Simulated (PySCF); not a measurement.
# SbH2, doublet: the ladder up to RCCSDT

Geometry: that of the SbH2⁻, singlet, kept fixed.

| atom | x (Å) | y (Å) | z (Å) |
| --- | --- | --- | --- |
| Sb | 0.0000 | -0.0198 | 0.0000 |
| H | 0.0000 | 1.1955 | 1.2291 |
| H | 0.0000 | 1.1955 | -1.2291 |

Basis def2-SVPD with its core potentials; PySCF 2.14.0. Correlated methods freeze the noble-gas cores and the filled d shells of p-block atoms, which leaves 7 electrons in 39 orbitals. R marks a restricted (for open shells ROHF) determinant. No spin–orbit coupling is included; scalar relativity enters through the core potentials alone.

Full CI isn't at hand for all of this; RCCSDT serves as the reference. It lacks quadruple excitations.

```
UHF ⟨S²⟩                          : 0.766
T1 diagnostic (ROHF- or RHF-based CCSD)             : 0.0196
largest doubles amplitude (ROHF- or RHF-based CCSD) : 0.063
```

Task: From what is known of these methods and the diagnostics, rank them by the size of their error in total energy against RCCSDT in def2-SVPD, smallest first (an estimate: the text doesn't fix the numbers).
A. RCCSD
B. RCCSD(T)
C. RMP2
D. RHF

Result: B (1.7 kJ/mol), A (9.4 kJ/mol), C (72.7 kJ/mol), D (322.3 kJ/mol).

All errors are against RCCSDT in def2-SVPD. Within each family the higher level lies nearer, as is usual though not guaranteed.
